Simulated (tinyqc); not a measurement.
Worked calculation (part 1 of 2): coupled-perturbed Hartree-Fock on RHF in the sto-3g basis, for H3O+, spin multiplicity 1. Computed by tinyqc, a small Python program that keeps every step (integrals from PySCF). Settings: charge = 1, multiplicity = 1, basis = sto-3g, method = RHF, energy threshold = 1e-10, iteration cap = 66, orthogonalisation = symmetric, start = Wolfsberg-Helmholz matrix, DIIS depth = 6. Command: `OMP_NUM_THREADS=1 python tinyqc.py 27815 27816 out.jsonl` (the two numbers bound the seeds that draw the settings). One thread of a shared host (Intel(R) Xeon(R) Processor @ 2.60GHz), about 0.2 s of CPU time with the checks. The early iterations of the SCF are left out here.

## One-electron integrals

Geometry (angstrom):
```
atom          x          y         z
O      0.000000   0.000000  0.348000
H      0.935000   0.000000  0.000000
H     -0.468000   0.810000  0.000000
H     -0.468000  -0.810000  0.000000
```

Basis sto-3g: exponents (1/bohr^2) and contraction coefficients of normalised primitives:
```
element  l (shell)    exponent  coefficient
O            s (1)  130.709320     0.154329
O            s (1)   23.808861     0.535328
O            s (1)    6.443608     0.444635
O            s (2)    5.033151    -0.099967
O            s (2)    1.169596     0.399513
O            s (2)    0.380389     0.700115
O            p (3)    5.033151     0.155916
O            p (3)    1.169596     0.607684
O            p (3)    0.380389     0.391957
H            s (1)    3.425251     0.154329
H            s (1)    0.623914     0.535328
H            s (1)    0.168855     0.444635
```

Overlap, kinetic and nuclear-attraction integrals over the contracted functions; the nuclear repulsion is the sum of Za Zb / Rab.

nuclear repulsion = 13.70613298 hartree

overlap S, order 1O 1s, 1O 2s, 1O 2px, 1O 2py, 1O 2pz, 2H 1s, 3H 1s, 4H 1s:
$$\begin{pmatrix}
1.000000 & 0.236704 & 0.000000 & 0.000000 & 0.000000 & 0.049024 & 0.048972 & 0.048972 \\
0.236704 & 1.000000 & 0.000000 & 0.000000 & 0.000000 & 0.448635 & 0.448348 & 0.448348 \\
0.000000 & 0.000000 & 1.000000 & 0.000000 & 0.000000 & 0.355246 & -0.177656 & -0.177656 \\
0.000000 & 0.000000 & 0.000000 & 1.000000 & 0.000000 & 0.000000 & 0.307481 & -0.307481 \\
0.000000 & 0.000000 & 0.000000 & 0.000000 & 1.000000 & -0.132220 & -0.132103 & -0.132103 \\
0.049024 & 0.448635 & 0.355246 & 0.000000 & -0.132220 & 1.000000 & 0.215610 & 0.215610 \\
0.048972 & 0.448348 & -0.177656 & 0.307481 & -0.132103 & 0.215610 & 1.000000 & 0.215621 \\
0.048972 & 0.448348 & -0.177656 & -0.307481 & -0.132103 & 0.215610 & 0.215621 & 1.000000
\end{pmatrix}$$

kinetic energy T (hartree), order 1O 1s, 1O 2s, 1O 2px, 1O 2py, 1O 2pz, 2H 1s, 3H 1s, 4H 1s:
$$\begin{pmatrix}
29.003200 & -0.168011 & 0.000000 & 0.000000 & 0.000000 & -0.004998 & -0.005022 & -0.005022 \\
-0.168011 & 0.808128 & 0.000000 & 0.000000 & 0.000000 & 0.110043 & 0.109846 & 0.109846 \\
0.000000 & 0.000000 & 2.528731 & 0.000000 & 0.000000 & 0.238120 & -0.118981 & -0.118981 \\
0.000000 & 0.000000 & 0.000000 & 2.528731 & 0.000000 & 0.000000 & 0.205928 & -0.205928 \\
0.000000 & 0.000000 & 0.000000 & 0.000000 & 2.528731 & -0.088626 & -0.088473 & -0.088473 \\
-0.004998 & 0.110043 & 0.238120 & 0.000000 & -0.088626 & 0.760032 & 0.001269 & 0.001269 \\
-0.005022 & 0.109846 & -0.118981 & 0.205928 & -0.088473 & 0.001269 & 0.760032 & 0.001271 \\
-0.005022 & 0.109846 & -0.118981 & -0.205928 & -0.088473 & 0.001269 & 0.001271 & 0.760032
\end{pmatrix}$$

nuclear attraction V (hartree), order 1O 1s, 1O 2s, 1O 2px, 1O 2py, 1O 2pz, 2H 1s, 3H 1s, 4H 1s:
$$\begin{pmatrix}
-62.209228 & -7.559622 & -0.000004 & 0.000000 & 0.014940 & -1.607682 & -1.605931 & -1.605931 \\
-7.559622 & -10.626443 & -0.000024 & 0.000000 & 0.178167 & -3.790028 & -3.787109 & -3.787109 \\
-0.000004 & -0.000024 & -10.588938 & 0.000000 & 0.000033 & -2.667357 & 1.333718 & 1.333718 \\
0.000000 & 0.000000 & 0.000000 & -10.588735 & 0.000000 & 0.000000 & -2.308324 & 2.308324 \\
0.014940 & 0.178167 & 0.000033 & 0.000000 & -10.480515 & 1.045988 & 1.044912 & 1.044912 \\
-1.607682 & -3.790028 & -2.667357 & 0.000000 & 1.045988 & -5.990075 & -1.435901 & -1.435901 \\
-1.605931 & -3.787109 & 1.333718 & -2.308324 & 1.044912 & -1.435901 & -5.988459 & -1.435694 \\
-1.605931 & -3.787109 & 1.333718 & 2.308324 & 1.044912 & -1.435901 & -1.435694 & -5.988459
\end{pmatrix}$$

core Hamiltonian H = T + V (hartree), order 1O 1s, 1O 2s, 1O 2px, 1O 2py, 1O 2pz, 2H 1s, 3H 1s, 4H 1s:
$$\begin{pmatrix}
-33.206029 & -7.727633 & -0.000004 & 0.000000 & 0.014940 & -1.612680 & -1.610952 & -1.610952 \\
-7.727633 & -9.818315 & -0.000024 & 0.000000 & 0.178167 & -3.679985 & -3.677263 & -3.677263 \\
-0.000004 & -0.000024 & -8.060207 & 0.000000 & 0.000033 & -2.429238 & 1.214737 & 1.214737 \\
0.000000 & 0.000000 & 0.000000 & -8.060004 & 0.000000 & 0.000000 & -2.102396 & 2.102396 \\
0.014940 & 0.178167 & 0.000033 & 0.000000 & -7.951784 & 0.957362 & 0.956439 & 0.956439 \\
-1.612680 & -3.679985 & -2.429238 & 0.000000 & 0.957362 & -5.230043 & -1.434632 & -1.434632 \\
-1.610952 & -3.677263 & 1.214737 & -2.102396 & 0.956439 & -1.434632 & -5.228427 & -1.434423 \\
-1.610952 & -3.677263 & 1.214737 & 2.102396 & 0.956439 & -1.434632 & -1.434423 & -5.228427
\end{pmatrix}$$

## Two-electron integrals

Functions are numbered as in S; the eight-fold symmetry (ij|kl) = (ji|kl) = (kl|ij) leaves the list below.

Two-electron integrals (ij|kl) in chemists' order, unique and non-zero (hartree):
```
(11|11) 4.785065    (21|11) 0.741380    (21|21) 0.136873    (22|11) 1.118947
(22|21) 0.256633    (22|22) 0.817206    (31|31) 0.024477    (32|31) 0.037809
(32|32) 0.180518    (33|11) 1.115814    (33|21) 0.256684    (33|22) 0.817023
(33|33) 0.880159    (41|41) 0.024477    (42|41) 0.037809    (42|42) 0.180518
(43|43) 0.047444    (44|11) 1.115814    (44|21) 0.256684    (44|22) 0.817023
(44|33) 0.785270    (44|44) 0.880159    (51|51) 0.024477    (52|51) 0.037809
(52|52) 0.180518    (53|53) 0.047444    (54|54) 0.047444    (55|11) 1.115814
(55|21) 0.256684    (55|22) 0.817023    (55|33) 0.785270    (55|44) 0.785270
(55|55) 0.880159    (61|11) 0.155846    (61|21) 0.028527    (61|22) 0.053134
(61|31) 0.001234    (61|32) 0.002308    (61|33) 0.053308    (61|44) 0.053032
(61|51) -0.000459   (61|52) -0.000859   (61|53) -0.000103   (61|55) 0.053070
(61|61) 0.006023    (62|11) 0.376226    (62|21) 0.087357    (62|22) 0.307648
(62|31) 0.006142    (62|32) 0.046770    (62|33) 0.315897    (62|44) 0.302446
(62|51) -0.002286   (62|52) -0.017407   (62|53) -0.005007   (62|55) 0.304309
(62|61) 0.018557    (62|62) 0.142966    (63|11) 0.252753    (63|21) 0.059451
(63|22) 0.223578    (63|31) 0.012842    (63|32) 0.085506    (63|33) 0.242344
(63|44) 0.213416    (63|51) -0.001365   (63|52) -0.011992   (63|53) -0.007143
(63|55) 0.214726    (63|61) 0.013192    (63|62) 0.126201    (63|63) 0.130587
(64|41) 0.009176    (64|42) 0.053287    (64|43) 0.009736    (64|54) -0.003624
(64|64) 0.020459    (65|11) -0.094073   (65|21) -0.022127   (65|22) -0.083214
(65|31) -0.001365   (65|32) -0.011992   (65|33) -0.082951   (65|44) -0.079432
(65|51) 0.009683    (65|52) 0.057750    (65|53) 0.011046    (65|55) -0.087167
(65|61) -0.004910   (65|62) -0.046971   (65|63) -0.040989   (65|65) 0.035715
(66|11) 0.513350    (66|21) 0.121135    (66|22) 0.488936    (66|31) 0.011111
(66|32) 0.116333    (66|33) 0.520798    (66|44) 0.469123    (66|51) -0.004135
(66|52) -0.043298   (66|53) -0.019233   (66|55) 0.476281    (66|61) 0.025968
(66|62) 0.284986    (66|63) 0.287233    (66|65) -0.106906   (66|66) 0.774606
(71|11) 0.155676    (71|21) 0.028496    (71|22) 0.053077    (71|31) -0.000617
(71|32) -0.001153   (71|33) 0.053044    (71|41) 0.001067    (71|42) 0.001996
(71|43) -0.000119   (71|44) 0.053181    (71|51) -0.000458   (71|52) -0.000858
(71|53) 0.000051    (71|54) -0.000089   (71|55) 0.053013    (71|61) 0.005918
(71|62) 0.017921    (71|63) 0.011916    (71|64) 0.000482    (71|65) -0.004745
(71|66) 0.024782    (71|71) 0.006010    (72|11) 0.375928    (72|21) 0.087288
(72|22) 0.307420    (72|31) -0.003071   (72|32) -0.023385   (72|33) 0.305586
(72|41) 0.005314    (72|42) 0.040473    (72|43) -0.005824   (72|44) 0.312301
(72|51) -0.002283   (72|52) -0.017388   (72|53) 0.002502    (72|54) -0.004331
(72|55) 0.304081    (72|61) 0.017927    (72|62) 0.114924    (72|63) 0.077174
(72|64) 0.012341    (72|65) -0.036680   (72|66) 0.187129    (72|71) 0.018522
(72|72) 0.142771    (73|11) -0.126378   (73|21) -0.029726   (73|22) -0.111795
(73|31) 0.010084    (73|32) 0.061303    (73|33) -0.117633   (73|41) -0.001587
(73|42) -0.013951   (73|43) 0.010473    (73|44) -0.110259   (73|51) 0.000682
(73|52) 0.005994    (73|53) -0.004500   (73|54) 0.001523    (73|55) -0.107368
(73|61) -0.005547   (73|62) -0.027936   (73|63) -0.003353   (73|64) -0.002345
(73|65) 0.008666    (73|66) -0.032271   (73|71) -0.006589   (73|72) -0.063064
(73|73) 0.047966    (74|11) 0.218731    (74|21) 0.051448    (74|22) 0.193491
(74|31) -0.001587   (74|32) -0.013951   (74|33) 0.186745    (74|41) 0.011914
(74|42) 0.077389    (74|43) -0.008413   (74|44) 0.207683    (74|51) -0.001180
(74|52) -0.010374   (74|53) 0.001523    (74|54) -0.006256   (74|55) 0.185830
(74|61) 0.010564    (74|62) 0.073013    (74|63) 0.048534    (74|64) 0.023339
(74|65) -0.022880   (74|66) 0.119960    (74|71) 0.011403    (74|72) 0.109150
(74|73) -0.047661   (74|74) 0.102919    (75|11) -0.093973   (75|21) -0.022104
(75|22) -0.083130   (75|31) 0.000682    (75|32) 0.005994    (75|33) -0.080231
(75|41) -0.001180   (75|42) -0.010374   (75|43) 0.001523    (75|44) -0.081988
(75|51) 0.009674    (75|52) 0.057699    (75|53) -0.005522   (75|54) 0.009558
(75|55) -0.087077   (75|61) -0.004746   (75|62) -0.036672   (75|63) -0.024135
(75|64) -0.003944   (75|65) 0.027394    (75|66) -0.065324   (75|71) -0.004899
(75|72) -0.046894   (75|73) 0.020477    (75|74) -0.035441   (75|75) 0.035655
(76|11) 0.135642    (76|21) 0.031764    (76|22) 0.120776    (76|31) 0.000889
(76|32) 0.007948    (76|33) 0.120864    (76|41) 0.001541    (76|42) 0.013780
(76|43) 0.000396    (76|44) 0.121324    (76|51) -0.001324   (76|52) -0.011841
(76|53) -0.001287   (76|54) -0.002231   (76|55) 0.120010    (76|61) 0.006669
(76|62) 0.054951    (76|63) 0.045091    (76|64) 0.005452    (76|65) -0.020297
(76|66) 0.111778    (76|71) 0.006662    (76|72) 0.054918    (76|73) -0.017835
(76|74) 0.041756    (76|75) -0.020281   (76|76) 0.025714    (77|11) 0.513149
(77|21) 0.121088    (77|22) 0.488779    (77|31) -0.005555   (77|32) -0.058179
(77|33) 0.481903    (77|41) 0.009615    (77|42) 0.100695    (77|43) -0.022378
(77|44) 0.507705    (77|51) -0.004131   (77|52) -0.043261   (77|53) 0.009614
(77|54) -0.016640   (77|55) 0.476123    (77|61) 0.024799    (77|62) 0.187209
(77|63) 0.120031    (77|64) 0.032088    (77|65) -0.065361   (77|66) 0.322347
(77|71) 0.025929    (77|72) 0.284753    (77|73) -0.143612   (77|74) 0.248560
(77|75) -0.106789   (77|76) 0.111778    (77|77) 0.774606    (81|11) 0.155676
(81|21) 0.028496    (81|22) 0.053077    (81|31) -0.000617   (81|32) -0.001153
(81|33) 0.053044    (81|41) -0.001067   (81|42) -0.001996   (81|43) 0.000119
(81|44) 0.053181    (81|51) -0.000458   (81|52) -0.000858   (81|53) 0.000051
(81|54) 0.000089    (81|55) 0.053013    (81|61) 0.005918    (81|62) 0.017921
(81|63) 0.011916    (81|64) -0.000482   (81|65) -0.004745   (81|66) 0.024782
(81|71) 0.005911    (81|72) 0.017908    (81|73) -0.006375   (81|74) 0.010072
(81|75) -0.004740   (81|76) 0.006486    (81|77) 0.024773    (81|81) 0.006010
(82|11) 0.375928    (82|21) 0.087288    (82|22) 0.307420    (82|31) -0.003071
(82|32) -0.023385   (82|33) 0.305586    (82|41) -0.005314   (82|42) -0.040473
(82|43) 0.005824    (82|44) 0.312301    (82|51) -0.002283   (82|52) -0.017388
(82|53) 0.002502    (82|54) 0.004331    (82|55) 0.304081    (82|61) 0.017927
(82|62) 0.114924    (82|63) 0.077174    (82|64) -0.012341   (82|65) -0.036680
(82|66) 0.187129    (82|71) 0.017908    (82|72) 0.114850    (82|73) -0.049284
(82|74) 0.060633    (82|75) -0.036647   (82|76) 0.045190    (82|77) 0.187103
(82|81) 0.018522    (82|82) 0.142771    (83|11) -0.126378   (83|21) -0.029726
(83|22) -0.111795   (83|31) 0.010084    (83|32) 0.061303    (83|33) -0.117633
(83|41) 0.001587    (83|42) 0.013951    (83|43) -0.010473   (83|44) -0.110259
(83|51) 0.000682    (83|52) 0.005994    (83|53) -0.004500   (83|54) -0.001523
(83|55) -0.107368   (83|61) -0.005547   (83|62) -0.027936   (83|63) -0.003353
(83|64) 0.002345    (83|65) 0.008666    (83|66) -0.032271   (83|71) -0.006375
(83|72) -0.049284   (83|73) 0.036682    (83|74) -0.025443   (83|75) 0.015485
(83|76) -0.014371   (83|77) -0.087832   (83|81) -0.006589   (83|82) -0.063064
(83|83) 0.047966    (84|11) -0.218731   (84|21) -0.051448   (84|22) -0.193491
(84|31) 0.001587    (84|32) 0.013951    (84|33) -0.186745   (84|41) 0.011914
(84|42) 0.077389    (84|43) -0.008413   (84|44) -0.207683   (84|51) 0.001180
(84|52) 0.010374    (84|53) -0.001523   (84|54) -0.006256   (84|55) -0.185830
(84|61) -0.010564   (84|62) -0.073013   (84|63) -0.048534   (84|64) 0.023339
(84|65) 0.022880    (84|66) -0.119960   (84|71) -0.010072   (84|72) -0.060633
(84|73) 0.025443    (84|74) -0.016660   (84|75) 0.018919    (84|76) -0.024865
(84|77) -0.087873   (84|81) -0.011403   (84|82) -0.109150   (84|83) 0.047661
(84|84) 0.102919    (85|11) -0.093973   (85|21) -0.022104   (85|22) -0.083130
(85|31) 0.000682    (85|32) 0.005994    (85|33) -0.080231   (85|41) 0.001180
(85|42) 0.010374    (85|43) -0.001523   (85|44) -0.081988   (85|51) 0.009674
(85|52) 0.057699    (85|53) -0.005522   (85|54) -0.009558   (85|55) -0.087077
(85|61) -0.004746   (85|62) -0.036672   (85|63) -0.024135   (85|64) 0.003944
(85|65) 0.027394    (85|66) -0.065324   (85|71) -0.004740   (85|72) -0.036647
(85|73) 0.015485    (85|74) -0.018919   (85|75) 0.027372    (85|76) -0.016185
(85|77) -0.065311   (85|81) -0.004899   (85|82) -0.046894   (85|83) 0.020477
(85|84) 0.035441    (85|85) 0.035655    (86|11) 0.135642    (86|21) 0.031764
(86|22) 0.120776    (86|31) 0.000889    (86|32) 0.007948    (86|33) 0.120864
(86|41) -0.001541   (86|42) -0.013780   (86|43) -0.000396   (86|44) 0.121324
(86|51) -0.001324   (86|52) -0.011841   (86|53) -0.001287   (86|54) 0.002231
(86|55) 0.120010    (86|61) 0.006669    (86|62) 0.054951    (86|63) 0.045091
(86|64) -0.005452   (86|65) -0.020297   (86|66) 0.111778    (86|71) 0.006486
(86|72) 0.045190    (86|73) -0.014371   (86|74) 0.024865    (86|75) -0.016185
(86|76) 0.021356    (86|77) 0.075927    (86|81) 0.006662    (86|82) 0.054918
(86|83) -0.017835   (86|84) -0.041756   (86|85) -0.020281   (86|86) 0.025714
(87|11) 0.135615    (87|21) 0.031758    (87|22) 0.120760    (87|31) -0.001780
(87|32) -0.015919   (87|33) 0.121541    (87|44) 0.120618    (87|51) -0.001323
(87|52) -0.011837   (87|53) 0.002577    (87|55) 0.119992    (87|61) 0.006492
(87|62) 0.045214    (87|63) 0.028722    (87|65) -0.016197   (87|66) 0.075930
(87|71) 0.006661    (87|72) 0.054916    (87|73) -0.027272   (87|74) 0.036306
(87|75) -0.020280   (87|76) 0.021357    (87|77) 0.111784    (87|81) 0.006661
(87|82) 0.054916    (87|83) -0.027272   (87|84) -0.036306   (87|85) -0.020280
(87|86) 0.021357    (87|87) 0.025717    (88|11) 0.513149    (88|21) 0.121088
(88|22) 0.488779    (88|31) -0.005555   (88|32) -0.058179   (88|33) 0.481903
(88|41) -0.009615   (88|42) -0.100695   (88|43) 0.022378    (88|44) 0.507705
(88|51) -0.004131   (88|52) -0.043261   (88|53) 0.009614    (88|54) 0.016640
(88|55) 0.476123    (88|61) 0.024799    (88|62) 0.187209    (88|63) 0.120031
(88|64) -0.032088   (88|65) -0.065361   (88|66) 0.322347    (88|71) 0.024773
(88|72) 0.187103    (88|73) -0.087832   (88|74) 0.087873    (88|75) -0.065311
(88|76) 0.075927    (88|77) 0.322353    (88|81) 0.025929    (88|82) 0.284753
(88|83) -0.143612   (88|84) -0.248560   (88|85) -0.106789   (88|86) 0.111778
(88|87) 0.111784    (88|88) 0.774606
```

## Orthogonalisation

S = U s U^T; symmetric (Loewdin) form X = U s^(-1/2) U^T, so that X^T S X = 1.

eigenvalues of S: [0.350978, 0.443929, 0.444180, 0.929109, 1.058376, 1.340199, 1.340465, 2.092764]

X, order 1O 1s, 1O 2s, 1O 2px, 1O 2py, 1O 2pz, 2H 1s, 3H 1s, 4H 1s:
$$\begin{pmatrix}
1.024886 & -0.148742 & -0.000004 & 0.000000 & 0.007483 & 0.019664 & 0.019652 & 0.019652 \\
-0.148742 & 1.294692 & 0.000079 & 0.000000 & -0.078686 & -0.254828 & -0.254516 & -0.254516 \\
-0.000004 & 0.000079 & 1.105681 & 0.000000 & -0.000029 & -0.252498 & 0.126226 & 0.126226 \\
0.000000 & 0.000000 & 0.000000 & 1.105524 & 0.000000 & 0.000000 & -0.218473 & 0.218473 \\
0.007483 & -0.078686 & -0.000029 & 0.000000 & 1.022700 & 0.073788 & 0.073674 & 0.073674 \\
0.019664 & -0.254828 & -0.252498 & 0.000000 & 0.073788 & 1.188196 & -0.070803 & -0.070803 \\
0.019652 & -0.254516 & 0.126226 & -0.218473 & 0.073674 & -0.070803 & 1.187925 & -0.070802 \\
0.019652 & -0.254516 & 0.126226 & 0.218473 & 0.073674 & -0.070803 & -0.070802 & 1.187925
\end{pmatrix}$$

## Iteration 8 (converged): orbitals

converged F (hartree), order 1O 1s, 1O 2s, 1O 2px, 1O 2py, 1O 2pz, 2H 1s, 3H 1s, 4H 1s:
$$\begin{pmatrix}
-20.858405 & -5.307391 & -0.000003 & 0.000000 & 0.021672 & -1.115701 & -1.114516 & -1.114516 \\
-5.307391 & -2.984761 & -0.000063 & 0.000000 & 0.119962 & -1.172604 & -1.171763 & -1.171763 \\
-0.000003 & -0.000063 & -0.892090 & 0.000000 & 0.000045 & -0.613996 & 0.307082 & 0.307082 \\
0.000000 & 0.000000 & 0.000000 & -0.891876 & 0.000000 & 0.000000 & -0.531504 & 0.531504 \\
0.021672 & 0.119962 & 0.000045 & 0.000000 & -0.910386 & 0.274568 & 0.274353 & 0.274353 \\
-1.115701 & -1.172604 & -0.613996 & 0.000000 & 0.274568 & -0.872695 & -0.415928 & -0.415928 \\
-1.114516 & -1.171763 & 0.307082 & -0.531504 & 0.274353 & -0.415928 & -0.872120 & -0.415825 \\
-1.114516 & -1.171763 & 0.307082 & 0.531504 & 0.274353 & -0.415928 & -0.415825 & -0.872120
\end{pmatrix}$$

Diagonalise F' = X^T F X, C = X C', fill 5 alpha and 5 beta electrons from the bottom; D = 2 C_occ C_occ^T. Each column has its largest component positive (the first on a tie).

F' = X^T F X (hartree):
$$\begin{pmatrix}
-20.473274 & -2.721303 & 0.000010 & 0.000000 & 0.036865 & -0.162006 & -0.161676 & -0.161676 \\
-2.721303 & -1.683624 & 0.000049 & 0.000000 & -0.042882 & -0.482152 & -0.481686 & -0.481686 \\
0.000010 & 0.000049 & -0.619997 & 0.000000 & -0.000010 & -0.519274 & 0.259667 & 0.259667 \\
0.000000 & 0.000000 & 0.000000 & -0.620103 & 0.000000 & 0.000000 & -0.449463 & 0.449463 \\
0.036865 & -0.042882 & -0.000010 & 0.000000 & -0.851114 & 0.171097 & 0.170903 & 0.170903 \\
-0.162006 & -0.482152 & -0.519274 & 0.000000 & 0.171097 & -0.307625 & -0.084337 & -0.084337 \\
-0.161676 & -0.481686 & 0.259667 & -0.449463 & 0.170903 & -0.084337 & -0.307744 & -0.084304 \\
-0.161676 & -0.481686 & 0.259667 & 0.449463 & 0.170903 & -0.084337 & -0.084304 & -0.307744
\end{pmatrix}$$

orbital energies (hartree): MO1 -20.867180, MO2 -1.786311, MO3 -1.087869, MO4 -1.087631, MO5 -0.919613, MO6 0.088736, MO7 0.244087, MO8 0.244555

coefficients C, order 1O 1s, 1O 2s, 1O 2px, 1O 2py, 1O 2pz, 2H 1s, 3H 1s, 4H 1s:
$$\begin{pmatrix}
0.994052 & -0.238484 & 0.000027 & 0.000000 & -0.068013 & -0.155211 & 0.000000 & 0.000222 \\
0.027232 & 0.869611 & -0.000166 & 0.000000 & 0.335477 & 1.014656 & 0.000000 & -0.001633 \\
0.000002 & 0.000059 & 0.707404 & 0.000000 & 0.000157 & -0.001164 & 0.000000 & -0.904284 \\
0.000000 & 0.000000 & 0.000000 & 0.707500 & 0.000000 & 0.000000 & 0.903928 & 0.000000 \\
-0.003078 & -0.125904 & -0.000165 & 0.000000 & 0.928966 & -0.435457 & 0.000000 & 0.000696 \\
-0.004920 & 0.096748 & 0.405676 & 0.000000 & -0.103174 & -0.643707 & 0.000000 & 0.978467 \\
-0.004915 & 0.096650 & -0.202911 & 0.351375 & -0.103223 & -0.645173 & -0.846441 & -0.487933 \\
-0.004915 & 0.096650 & -0.202911 & -0.351375 & -0.103223 & -0.645173 & 0.846441 & -0.487933
\end{pmatrix}$$

D after iteration 8, order 1O 1s, 1O 2s, 1O 2px, 1O 2py, 1O 2pz, 2H 1s, 3H 1s, 4H 1s:
$$\begin{pmatrix}
2.099279 & -0.406271 & -0.000008 & 0.000000 & -0.072432 & -0.041871 & -0.041840 & -0.041840 \\
-0.406271 & 1.739018 & -0.000027 & 0.000000 & 0.404150 & 0.098638 & 0.098638 & 0.098638 \\
-0.000008 & -0.000027 & 1.000842 & 0.000000 & 0.000044 & 0.573933 & -0.287101 & -0.287101 \\
0.000000 & 0.000000 & 0.000000 & 1.001113 & 0.000000 & 0.000000 & 0.497196 & -0.497196 \\
-0.072432 & 0.404150 & 0.000044 & 0.000000 & 1.757680 & -0.216155 & -0.216021 & -0.216021 \\
-0.041871 & 0.098638 & 0.573933 & 0.000000 & -0.216155 & 0.369205 & -0.124583 & -0.124583 \\
-0.041840 & 0.098638 & -0.287101 & 0.497196 & -0.216021 & -0.124583 & 0.369316 & -0.124543 \\
-0.041840 & 0.098638 & -0.287101 & -0.497196 & -0.216021 & -0.124583 & -0.124543 & 0.369316
\end{pmatrix}$$
